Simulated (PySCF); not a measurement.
Molecule: `C[C@H](F)CF`, C$_{3}$H$_{6}$F$_{2}$.

Geometry (Å), atoms numbered from 1 in this order:
```xyz
11

C     1.1629    0.3026   -0.5141
C     0.0820   -0.5749    0.0724
F    -0.2963   -1.5126   -0.8656
C    -1.1394    0.2048    0.4899
F    -2.0194   -0.5969    1.1620
H     0.7740    0.8895   -1.3603
H     1.5667    0.9950    0.2389
H     1.9862   -0.3239   -0.8842
H     0.4594   -1.1255    0.9531
H    -1.6368    0.6145   -0.4066
H    -0.8413    1.0419    1.1454
```

Geometry PBE0-D3(BJ)/def2-SVP throughout; GIAO in PySCF 2.14, gas phase, one conformer, non-relativistic; equivalent atoms averaged; basis pcSseg-2.

For orientation, LC-wPBE gives these shifts δ (against TMS, CFCl3 at the same level): C2 93.2, C4 91.3, C1 17.9, F3 -186.7, F5 -225.0, H9 4.75, H10 4.29, H11 4.15, H6/H7/H8 1.12 ppm.

A run gave: C2 99.0, C4 96.6, C1 16.0, F3 -224.4, F5 -272.0, H9 5.08, H10 4.42, H11 4.44, H6/H7/H8 1.06 ppm (shifts δ (against TMS, CFCl3 at the same level)).

Task: Which functional was used in that run?
A. B97-2
B. WP04
C. PBE
D. LDA
E. KT3

Result: D. F5 tells them apart best: LDA gives -272.0, KT3 gives -254.3, B97-2 gives -239.3, PBE gives -261.3, WP04 gives -232.6 ppm.
